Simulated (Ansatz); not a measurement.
Isolated molecules relaxed with PBE0-D4/def2-TZVP in Ansatz; ΔE leaves out vibrations. CCSD(T)/CBS is the MP2 limit (def2-TZVPP, def2-QZVPP) plus CCSD(T) − MP2 in def2-TZVPP, frozen cores. This one scheme is used for every species. Functionals use def2-TZVPP. B3LYP here is the variant with VWN-RPA as its local correlation; programs differ in this. One conformer a species, not always the lowest.

`CC(Cl)CF` + CH₄ → `CC(C)CF` + HCl  (formal exchange of groups at a C–Cl bond)

| level | ΔE (kJ/mol) | difference from CCSD(T)/CBS |
| --- | --- | --- |
| revPBE-D4 | -3.4 | 4.2 |
| PBE0-D4 | -6.0 | 1.6 |
| B3LYP-D4 | -2.5 | 5.1 |
| r2SCAN0-D4 | -5.7 | 1.9 |
| B3LYP | -1.1 | 6.5 |
| r2SCANh | -3.4 | 4.2 |
| MP2/def2-TZVPP | -8.8 | -1.2 |
| SCS-MP2/def2-TZVPP | -7.8 | -0.2 |
| CCSD(T)/def2-TZVPP | -10.6 | -3.0 |
| SCS-MP2/def2-QZVPP | -6.4 | 1.2 |
| CCSD(T)/CBS | -7.6 | 0 |

Largest T1 diagnostic among the species: 0.010.

From r2SCAN to r2SCAN0 (25 % exact exchange), in def2-TZVPP and without D4, ΔE moves by −3.2 kJ/mol. At CCSD(T), def2-SVP lies −9.6 kJ/mol from the extrapolated value and def2-TZVPP −3.0 kJ/mol.
